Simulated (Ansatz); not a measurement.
Input:

```yaml
crystal:
  periodic: [false, false, false]
  atoms:
    - { symbol: Al, position_ang: [-0.020455, 0.092573, -0.016077] }
    - { symbol: H, position_ang: [-0.524244, 0.5833, 1.41623] }
    - { symbol: H, position_ang: [1.524047, 0.250748, -0.374264] }
    - { symbol: H, position_ang: [-1.087527, -0.038863, -1.192839] }
    - { symbol: S, position_ang: [0.087189, -2.481149, 0.497161] }
    - { symbol: H, position_ang: [-1.153717, -2.627765, 1.021981] }
    - { symbol: H, position_ang: [0.674306, -2.421843, 1.717308] }
basis:
  gaussian: { orbitals: def2-SVP }
hamiltonian:
  xc: b3lyp
neb:
  order_check: false
  images: 2
  f_tol: 0.05
  max_iterations: 60
  climbing: true
  final_atoms:
    - { symbol: Al, position_ang: [0.10416127, -0.72000651, -0.32019492] }
    - { symbol: H, position_ang: [0.06927639, 0.38691587, 2.05491813] }
    - { symbol: H, position_ang: [1.50131698, -0.00683029, -0.49551159] }
    - { symbol: H, position_ang: [-1.29320685, -0.00330452, -0.50205608] }
    - { symbol: S, position_ang: [0.16796672, -2.89241158, 0.03414802] }
    - { symbol: H, position_ang: [-1.1757739, -3.05771699, 0.05338651] }
    - { symbol: H, position_ang: [0.12585839, -0.349645, 2.24480994] }
  initial_path:
    images:
      - { positions_ang: [[-0.020455, 0.092573, -0.016077], [-0.524244, 0.5833, 1.41623], [1.524047, 0.250748, -0.374264], [-1.087527, -0.038863, -1.192839], [0.087189, -2.481149, 0.497161], [-1.153717, -2.627765, 1.021981], [0.674306, -2.421843, 1.717308]] }
      - { positions_ang: [[0.04671504, 0.01457323, -0.02580453], [-0.15730796, 0.22560237, 1.72356793], [1.4742717, -0.01572849, -0.63677354], [-1.19221892, 0.01503013, -0.96534456], [0.02238402, -2.44114847, 0.74190169], [-0.91736674, -3.01409304, 0.35143923], [0.22312185, -1.42723473, 1.88051378]] }
      - { positions_ang: [[0.0882538, -0.25628661, -0.12717717], [0.04053217, 0.160141, 1.93646397], [1.46669503, -0.10158792, -0.67718941], [-1.26077886, 0.02688296, -0.73508359], [0.04930993, -2.578236, 0.58756403], [-0.92471904, -3.15741037, 0.0285744], [0.04030598, -0.73650206, 2.05634776]] }
      - { positions_ang: [[0.10416127, -0.72000651, -0.32019492], [0.06927639, 0.38691587, 2.05491813], [1.50131698, -0.00683029, -0.49551159], [-1.29320685, -0.00330452, -0.50205608], [0.16796672, -2.89241158, 0.03414802], [-1.1757739, -3.05771699, 0.05338651], [0.12585839, -0.349645, 2.24480994]] }
```

Launched with:

```bash
$ ansatz run input.yaml --threads 1 --pin off --max-ram 2048MiB --backend cpu --events-out ev --progress --plain --runs-dir out
```

Hardware: 1 thread of Arm Neoverse V1, on a shared host.

Task: Roughly how long does this run take, and how much memory?

Result: 49 s, with a peak of 0.11 GiB, for 15 band iterations.
